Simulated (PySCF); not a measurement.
Some computed properties have been withheld. Give your best values.

Species: diethyl sulfide, C4H10S.
InChI=1S/C4H10S/c1-3-5-4-2/h3-4H2,1-2H3

Conformer (atom-mapped SMILES and torsion angles): `[CH3:1][CH2:2][S:3][CH2:4][CH3:5]`: C1–C2–S3–C4 65°, C2–S3–C4–C5 65°.

```json
{"property": "point group", "level": "PBE0-D3(BJ)/def2-SVP", "value": "?"}
{"property": "rotational constants A, B, C", "level": "PBE0-D3(BJ)/def2-SVP", "value": "5.360, 2.629, 2.140 GHz"}
{"property": "dipole moment", "level": "CAM-B3LYP/def2-SVPD", "value": "?"}
{"property": "HOMO energy", "level": "CAM-B3LYP/def2-SVPD", "value": "-7.62 eV"}
{"property": "LUMO energy", "level": "CAM-B3LYP/def2-SVPD", "value": "1.24 eV"}
{"property": "lowest singlet excitation", "level": "TDDFT CAM-B3LYP/def2-SVPD", "value": "5.60 eV (221 nm, f = 0.000)"}
{"property": "strongest line among the 10 lowest singlet transitions", "level": "TDDFT CAM-B3LYP/def2-SVPD", "value": "S9 at 8.22 eV (151 nm, f = 0.080)"}
{"property": "lowest triplet excitation (Tamm–Dancoff)", "level": "TDA CAM-B3LYP/def2-SVPD", "value": "5.19 eV"}
{"property": "static isotropic polarisability", "level": "CAM-B3LYP/def2-SVPD", "value": "?"}
{"property": "vertical ionisation energy", "level": "ΔSCF CAM-B3LYP/def2-SVPD", "value": "8.48 eV"}
{"property": "electronic spatial extent ⟨r²⟩ about the centre of nuclear charge", "level": "CAM-B3LYP/def2-SVPD", "value": "?"}
{"property": "13C chemical shifts (computed TMS as zero) by class", "level": "GIAO PBE0/pcSseg-1", "value": "25.0 (2 C), 14.2 (2 C) ppm"}
{"property": "1H chemical shifts (computed TMS as zero) by class", "level": "GIAO PBE0/pcSseg-1", "value": "2.32 (4 H), 1.13 (6 H) ppm"}
{"property": "isotropic shieldings of nuclei other than C and H, by class", "level": "GIAO PBE0/pcSseg-1", "value": "?"}
```

Gas-phase values; electronic properties from PySCF, density fitting. One conformer (not necessarily the lowest) at the PBE0-D3(BJ)/def2-SVP geometry, without solvent or vibrations. NMR classes are plain means over equivalent atoms (diastereotopic ones count apart unless rotation or inversion swaps them), as if these changed places fast; in this geometry the members of some classes differ.

(1) Give the electronic spatial extent ⟨r²⟩ about the centre of nuclear charge.

(2) Give the point group.

(3) What is the dipole moment?

(4) Give the static isotropic polarisability.

(5) Give the isotropic shieldings of nuclei other than C and H, by class.

## Answers

(1) 668 bohr².

(2) C2.

(3) 1.76 D.

(4) 72.3 au.

(5) 487 (1 S) ppm.

The vertical singlet–triplet gap S1 − T1 is 0.41 eV (TDDFT singlet less Tamm–Dancoff triplet; S1: HOMO→LUMO+1, weight 0.77; T1: HOMO→LUMO+1, weight 0.65). The principal polarisabilities are 64.8, 70.3 and 81.9 au; their mean is the isotropic value. A dipole of 1.76 D is allowed in C2, and pure rotational transitions are dipole-allowed. With B = h/(8π²I), that is 505.379 GHz u Å² over I, the principal moments of inertia are 94.3, 192.2 and 236.1 u Å² (most abundant isotopes). The rotational constants make it an asymmetric top with κ = (2B − A − C)/(A − C) = -0.70, nearer the prolate limit (−1). The ΔSCF ionisation energy exceeds −ε(HOMO) by 0.86 eV with CAM-B3LYP.
